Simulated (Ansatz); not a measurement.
# C2H4Si: vertical and adiabatic energies of changing the electron count in Python

Wanted for C2H4Si: vertical and adiabatic energies of changing the electron count. SMILES: C#C[SiH3].

Computed with the Python package of Ansatz 0.2.0. Level of theory: B3LYP/def2-SVP.

### Step 1. The structure

Bond lengths: C1–C2 1.227 Å, C2–Si3 1.866 Å, C1–H4 1.004 Å, Si3–H5 1.476 Å, Si3–H6 1.490 Å, Si3–H7 1.546 Å. Angles: C1–C2–Si3 178.0°, C2–C1–H4 177.2°, C2–Si3–H5 111.5°, C2–Si3–H6 111.5°, C2–Si3–H7 109.4°, H5–Si3–H6 109.9°, H5–Si3–H7 107.7°, H6–Si3–H7 106.6°.

No structure file is read: the coordinates are typed or built in the script.

### Step 2. Script

File c2h4si.py:

```python
import itertools
import warnings

import ansatz as az
from ase import Atoms
from ase.data import atomic_numbers, covalent_radii
import numpy as np

BASIS = 'def2-SVP'
XC = 'b3lyp'
NET_CHARGE = 1


def main() -> None:
    warnings.simplefilter('ignore', az.DeckWarning)

    atoms = Atoms(['C', 'C', 'Si', 'H', 'H', 'H', 'H'], positions=[
        (-0.5836, -1.9398, 0.1844),
        (-0.2602, -0.7617, 0.0659),
        (0.2954, 1.0111, -0.112),
        (-0.8913, -2.8923, 0.263),
        (-0.077, 1.5644, -1.4289),
        (-0.2571, 1.8687, 0.9741),
        (1.8351, 1.0817, 0.0079),
    ])
    geometry = az.Crystal.molecule_from_ase(atoms)

    base = geometry.calculation().basis(gaussian=BASIS).functional(XC)
    symbols = [site.symbol for site in geometry.cartesian_sites]
    start = np.array([site.position_ang for site in geometry.cartesian_sites], dtype=float)
    data = base.relax(force_tolerance=0.01, max_steps=100).run().report
    end = np.array(data['positions_ang'])

    minimum = az.Crystal.molecule()
    for symbol, place in zip(symbols, end):
        minimum = minimum.atom(symbol, place.tolist())
    ion = minimum.calculation().basis(gaussian=BASIS).functional(XC).charge(NET_CHARGE).spin('collinear', total=1)
    vertical = ion.run().report
    settled = ion.relax(force_tolerance=0.01, max_steps=80).run().report
    print(f'vertical ionisation energy   {vertical["free_energy_ev"] - data["free_energy_ev"]:.3f} eV')
    print(f'adiabatic, no zero point     {settled["free_energy_ev"] - data["free_energy_ev"]:.3f} eV')
    print(f'relaxation energy of the ion {vertical["free_energy_ev"] - settled["free_energy_ev"]:.3f} eV')
    ionised = np.array(settled['positions_ang'])
    radius = [covalent_radii[atomic_numbers[s]] for s in symbols]
    span = lambda where, i, j: np.linalg.norm(where[i] - where[j])
    bonded = [(i, j) for i, j in itertools.combinations(range(len(symbols)), 2) if min(span(end, i, j), span(ionised, i, j)) < 1.2 * (radius[i] + radius[j])]
    print('pair        before    after (A)')
    for i, j in bonded:
        print(f'{symbols[i]}{i}-{symbols[j]}{j}'.ljust(10), f'{span(end, i, j):8.4f} {span(ionised, i, j):8.4f}')


if __name__ == '__main__':
    main()
```

### Step 3. The calls as engine input

The package turns the script's settings into the engine's input (first run):

```yaml
crystal:
  periodic: [false, false, false]
  atoms:
    - { symbol: C, position_ang: [-0.5836, -1.9398, 0.1844] }
    - { symbol: C, position_ang: [-0.2602, -0.7617, 0.0659] }
    - { symbol: Si, position_ang: [0.2954, 1.0111, -0.112] }
    - { symbol: H, position_ang: [-0.8913, -2.8923, 0.263] }
    - { symbol: H, position_ang: [-0.077, 1.5644, -1.4289] }
    - { symbol: H, position_ang: [-0.2571, 1.8687, 0.9741] }
    - { symbol: H, position_ang: [1.8351, 1.0817, 0.0079] }
basis:
  gaussian:
    orbitals: def2-SVP
hamiltonian:
  xc: b3lyp
relax:
  f_tol: 0.01
  max_steps: 100
```

### Step 4. Running it

Launch:

```console
$ python c2h4si.py
```

Q: Predict the main results. Wanted: vertical ionisation energy; adiabatic ionisation energy, no zero point.

**Answer**, as computed:

| quantity | value |
| --- | --- |
| vertical ionisation energy | 10.549 eV |
| adiabatic ionisation energy, no zero point | 10.361 eV |
| runs compared | 3 |

**Reading.** The ionisation energy is a difference of two total energies at the neutral geometry; letting the ion relax lowers it by 0.19 eV. The dearest, run 3, took some 5.5 times as long as run 1. Run 1: The relaxation took 5 moves; the largest shift is 0.051 Å, of atom 1 (C). Run 3: The relaxation took 7 moves; the largest shift is 0.279 Å, of atom 7 (H). The energies are electronic: no zero-point or thermal terms, and the basis set is short of its limit. The product may relax into another structure. The relaxation finds the nearest minimum, so the adiabatic value is an upper bound. b3lyp holds the VWN-RPA fit, as in Gaussian; the form of ORCA and Turbomole is b3lyp5.
